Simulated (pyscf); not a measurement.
Four-centre exchange: Cl–AlH–Cl + NH₃ → Cl–AlH–Cl + NH₃

Gas phase, singlet surface, charge 0. Bonds broken: Al2–H6, H4–N5. Bonds formed: Al2–H4, N5–H6. Structures and frequencies: ωB97X-D3(BJ)/def2-SVP in PySCF.

Transition state (Å):

```xyz
8

Cl     1.5789     0.6197    -1.1648
Al     0.0657     0.5836     0.2526
Cl    -0.5582     2.2178     1.3662
H     -1.7318    -0.4437    -0.6157
N     -0.7683    -0.9817     0.5378
H      0.3847    -1.1600     1.6236
H     -0.5353    -1.8413     0.0410
H     -1.5238    -1.1008     1.2124
```

One imaginary mode, 1449i cm⁻¹; descent along it reached the two sides named, in the forms told below.

```json
[
 {"bond": "Al2–H6", "change": "breaks", "reactant side (Å)": "1.579", "saddle": "2.241", "product side": "2.553"},
 {"bond": "H4–N5", "change": "breaks", "reactant side (Å)": "1.024", "saddle": "1.596", "product side": "2.9"},
 {"bond": "Al2–H4", "change": "forms", "reactant side (Å)": "2.553", "saddle": "2.245", "product side": "1.579"},
 {"bond": "N5–H6", "change": "forms", "reactant side (Å)": "2.9", "saddle": "1.594", "product side": "1.024"}
]
```

Electronic energies relative to the separated reactants (kcal/mol):

```
level                   barrier  reaction energy  reverse barrier
----------------------  -------  ---------------  ---------------
ωB97X-D3(BJ)/def2-TZVP     83.8              0.0             83.8
PBE/def2-TZVP              68.7              0.0             68.7
r²SCAN/def2-TZVP           71.3              0.0             71.3
B3LYP-D3(BJ)/def2-TZVP     74.9              0.0             74.9
PBE0-D3(BJ)/def2-TZVP      75.7              0.0             75.7
M06-2X/def2-TZVP           80.0              0.0             80.0
ωB97M-D3(BJ)/def2-TZVP     81.3              0.0             81.3
HF/def2-TZVP              107.4              0.0            107.4
```

With ωB97M-D3(BJ)/def2-TZVP energies and thermal terms (ideal gas, 1 atm, RRHO with modes under 100 cm⁻¹ raised to 100, one conformer, R ln 2 for chiral ones without a mode under 150 cm⁻¹), in kcal/mol:

| T (K) | ΔH‡ | ΔG‡ | ΔH | ΔG |
|---|---|---|---|---|
| 298 | 77.3 | 88.1 | 0.0 | 0.0 |
| 600 | 78.0 | 98.9 | 0.0 | 0.0 |
| 900 | 79.2 | 109.1 | 0.0 | 0.0 |
| 1200 | 80.3 | 118.9 | 0.0 | 0.0 |

On the reactant side the descent ends in an adduct with a Al–N contact, 38.1 kcal/mol under the separated species and 121.9 kcal/mol under the saddle at ωB97X-D3(BJ)/def2-TZVP. On the product side the descent ends in an adduct with a Al–N contact, 38.1 kcal/mol under the separated species and 121.9 kcal/mol under the saddle at ωB97X-D3(BJ)/def2-TZVP. The same reactants have a lower exit, to H₂N–Al(Cl)–Cl + H₂ (barrier +1.1 kcal/mol at ωB97M-D3(BJ)/def2-TZVP, against +81.3 kcal/mol here). One saddle was located; it need not be the lowest between these sides. A restricted solution here is unstable towards spin polarisation, so biradical character is likely and single-reference numbers are less safe.
